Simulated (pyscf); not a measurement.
Thermochemistry of product channels of H₂N–Ti(NH₂)(NH₂)–Cl + hydrogen (H₂) on the singlet surface, in kcal/mol, from ωB97M-D3(BJ)/def2-TZVP energies (ideal gas, 1 atm, RRHO with modes under 100 cm⁻¹ raised to 100, one conformer, R ln 2 for rigid chiral ones). Structures and frequencies: ωB97X-D3(BJ)/def2-SVP in PySCF.

```json
[
 {"products": "H₂N–TiH(NH₂)–Cl + ammonia (NH₃)", "ΔE": "+18.4", "ΔH(298 K)": "+20.9", "ΔG(600 K)": "+14.3", "ΔG(1200 K)": "+9.8"},
 {"products": "H₂N–TiH(NH₂)–NH₂ + hydrogen chloride (HCl)", "ΔE": "…", "ΔH(298 K)": "+41.9", "ΔG(600 K)": "+37.5", "ΔG(1200 K)": "+33.8"}
]
```

Problem. Complete the blanks.

Solution. 
- H₂N–TiH(NH₂)–NH₂ + hydrogen chloride (HCl), ΔE: +42.1

These are energies of the channels, which say nothing of barriers.
